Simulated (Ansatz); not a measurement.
Born–Oppenheimer molecular dynamics of AlClH2 (4 atoms, charge 0, multiplicity 1). It starts at the highest image of a converged band. Of that band: Neighbouring images differ by up to 1.4 eV, so the band resolves the path poorly. A vibrational analysis at the climbing image gives one clearly imaginary mode, 783i cm⁻¹: a first-order saddle point.

Level of theory: RKS B3LYP-D4/def2-mTZVP (Ansatz 0.2.0).

```yaml
ensemble: NVE (velocity Verlet)
time_step: 0.5 fs
steps_asked: 200
starting_velocities_drawn_for: 100 K
seed: 9573
```

First frame:

```xyz
4
Properties=species:S:1:pos:R:3
Al 0.230 0.000 -0.649
Cl 1.339 0.000 1.828
H 1.718 0.000 0.255
H -1.340 0.000 -0.309
```

**Question.** How far do the bonds stretch over the last three quarters of this one trajectory? (Pairs bonded in most of those frames.)

**Answer.** 
```json
{"bond": "Al1–Cl2", "mean (Å)": "2.272", "spread (Å)": "0.256", "shortest": "1.87", "longest": "2.63"}
{"bond": "Al1–H3", "mean (Å)": "1.671", "spread (Å)": "0.134", "shortest": "1.43", "longest": "1.88"}
{"bond": "Al1–H4", "mean (Å)": "1.667", "spread (Å)": "0.118", "shortest": "1.49", "longest": "1.90"}
```

Mean temperature of the second half: 5416 K. The conserved energy stayed within 0.83 meV per atom of its start (net change -0.22 meV per atom), so the integration is sound. The kinetic energy rose, since the run started high on the potential surface and went downhill. A run of 0.1 ps of so small a system gives no equilibrium averages. The orbitals stay closed-shell, which can raise the energy where a bond breaks towards radicals; this wasn't checked here.

Run time: 93 s on 1 thread of Intel(R) Xeon(R) 6975P-C (Granite Rapids), on a shared host, peak memory 0.11 GiB.
